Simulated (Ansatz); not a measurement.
in.yaml

```yaml
crystal:
  periodic: [false, false, false]
  atoms:
    - {symbol: Si, position_ang: [0.000000, -0.135595, 1.128508]}
    - {symbol: Si, position_ang: [0.000000, 0.135595, -1.128508]}
    - {symbol: H, position_ang: [0.000000, 1.273421, 1.682307]}
    - {symbol: H, position_ang: [0.000000, -1.273421, -1.682307]}
basis:
  gaussian: {orbitals: cc-pVTZ}
magnetization: {spin_polarized: true, initial_magnetization: 0}
hamiltonian: {xc: hf}
output: {orbitals: {seedname: orbitals}}
```

```sh
$ ansatz run in.yaml --threads 1 --pin off --events-out ev --progress --plain --max-ram 4096MiB --backend cpu
```

Output:

```
830 factors; their error is unknown
mean field evaluation 1: about -15751.2695 eV, gradient 7.1e0 eV
mean field evaluation 2: about -15751.8285 eV, gradient 2.2e0 eV
mean field evaluation 4: about -15751.9126 eV, gradient 2.7e-1 eV
mean field evaluation 8: about -15751.9153 eV, gradient 3.4e-2 eV
mean field evaluation 16: about -15752.5275 eV, gradient 1.5e0 eV
mean field evaluation 32: about -15753.2015 eV, gradient 1.9e0 eV
mean field evaluation 64: about -15753.7880 eV, gradient 6.2e-1 eV
mean field evaluation 96: about -15753.1394 eV, gradient 1.3e0 eV
mean field evaluation 128: about -15753.0902 eV, gradient 7.8e-1 eV
mean field evaluation 160: about -15753.6706 eV, gradient 3.9e-4 eV
mean field -15753.90890223 eV, -578.9454737740 hartree, gradient 1.1e-5 eV, S^2 1.349334; 10 other end points of the search recorded, 0 dependent functions left out
reference -15753.90890223 eV, -578.9454737740 hartree; 15, 15 occupied and 81, 81 virtual orbitals, 830 factors
Total energy: -15753.90890223 eV, -578.9454737740 hartree
```

Ran on 1 thread of AMD EPYC 7R13, shared host: 8 s wall, 0.22 GiB peak host memory.
